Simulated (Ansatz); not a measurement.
**Worked example: C2H4Si → SiH3 + C2H**

Species: C2H4Si (ethynylsilane) `C#C[SiH3]`, singlet; SiH3 (silyl radical) `[SiH3]`, doublet; C2H `[C]#C`, doublet. 

Shapes, held fixed at every level: PBE0-D4/def2-TZVP. Programs: Ansatz 0.2.0. The zero-point and thermal change to 298 K, harmonic and unscaled (PBE0-D4/def2-TZVP), is -13.8 kJ/mol.

At B2PLYP/def2-TZVPP; 1 Eh = 2625.50 kJ/mol:

```
species  energy (Eh)
 C2H4Si  -367.887696
   SiH3  -291.109602
    C2H   -76.570478
```

Task: Work out ΔH(298 K) of the reaction at this level.

Result: 
1. Products less reactants: (-291.109602) + (-76.570478) − [(-367.887696)] = 0.207616 Eh = +545.1 kJ/mol.
2. With the thermal change: +545.1 + (-13.8) = +531.3 kJ/mol.

Other levels give +406.2 (HF/def2-TZVPP) to +578.5 kJ/mol (SPW92/def2-TZVPP). No measured value is set beside it here. Spin contamination: C2H (⟨S²⟩ up to 1.11). Open shells run unrestricted unless RO is named.
